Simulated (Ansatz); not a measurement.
Compare A (`OC1NCS1`) with its isomer B (`N=CSCO`).

Computed with Ansatz on PBE0-D4/def2-TZVP structures; ΔE is electronic, products minus reactants. CBS: MP2 limit from def2 TZ/QZ plus the TZ coupled-cluster correction, frozen cores. Functionals use def2-TZVPP. B3LYP here is the variant with VWN-RPA as its local correlation; programs differ in this. Each species was taken in one conformer, which may not be the lowest.

**Question.** Which isomer does CCSD(T)/CBS put lower? Give the gap. (Best estimate.)

**Answer.** Ansatz gave: B, by 8.3 kcal/mol.

**Question.** Give E(B) − E(A) in kcal/mol with CCSD(T)/def2-TZVPP, B3LYP, PBE0-D4, B2PLYP, ωB97M-V, LDA (SPW92), CCSD(T)/def2-SVP. (Best estimate.)

**Answer.** Ansatz gave: CCSD(T)/def2-TZVPP -8.8, B3LYP -11.3, PBE0-D4 -5.9, B2PLYP -10.5, ωB97M-V -7.2, LDA (SPW92) -3.6, CCSD(T)/def2-SVP -9.5. None reverses the order clearly.

**Question.** Does the order hold for the free energy at 298.15 K (harmonic terms from PBE0-D4)? (Best estimate.)

**Answer.** The calculation gave: Yes: G(B) − G(A) = -10.1 kcal/mol, for one conformer each.

Largest T1 diagnostic: 0.014.

At CCSD(T), def2-SVP lies −1.2 kcal/mol from the extrapolated value and def2-TZVPP −0.5 kcal/mol. From BLYP to BHLYP (50 % exact exchange), in def2-TZVPP and without D4, E(B) − E(A) moves by +5.7 kcal/mol.
